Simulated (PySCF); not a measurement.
Numbering as in the mapped SMILES `[O:1]=[N:2]/[CH:3]=[CH:4]/[Cl:5]`. Hydrogens are named by the atom that carries them.

Geometry: PBE0-D3(BJ)/def2-TZVP; GIAO absolute shieldings from PySCF 2.14, gas phase, non-relativistic, averaged over equivalent atoms.

At wB97X-D/pcSseg-2 (215 basis functions, 34 s wall time on 1 thread of an Arm Neoverse N1, shared host):
```csv
atoms,σ (ppm)
O1,-1814.4
N2,-951.4
C3,23.4
C4,64.4
Cl5,816.6
H(C3),19.15
H(C4),26.79
```

**Question.** What do these become at B97-2/pcSseg-2?

**Answer.** 
```
atoms  σ at B97-2/pcSseg-2  change
   O1              -1645.7  +168.7
   N2               -852.1   +99.3
   C3                 27.6    +4.2
   C4                 63.4    -1.0
  Cl5                800.4   -16.2
H(C3)                19.75   +0.60
H(C4)                26.56   -0.23
```

The largest change is at O1 (oxygen bonded to N). Cost: 215 basis functions, 27 s wall time on 1 thread of an Arm Neoverse N1, shared host.

Carbons that carry Cl, above all several Cl atoms, come out too deshielded, partly because spin–orbit coupling is missing.
